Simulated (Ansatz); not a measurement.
# bcc K

Level of theory: r²SCAN0 (plane waves, PAW; Ansatz, an electronic-structure program).

Run with plane-wave cutoff 520 eV, 10×10×10 k mesh, Fermi–Dirac smearing 0.05 eV, scalar-relativistic PAW data made under PBE.

Cell (relaxed at this level):

```xyz
1
Lattice="-2.6834 2.6834 2.6834 2.6834 -2.6834 2.6834 2.6834 2.6834 -2.6834" Properties=species:S:1:pos:R:3 pbc="T T T"
K      0.0000     0.0000     0.0000
```

```json
{
 "bulk modulus B0": "3.41 GPa",
 "pressure derivative B′ of the bulk modulus": "3.7"
}
```

Measured, for comparison: bulk modulus 3.75 GPa (corrected for temperature and zero-point phonon effects; as tabulated in Levämäki et al. (2014), arXiv:1402.3671). Computed (rounded) less measured: bulk modulus -9 %.
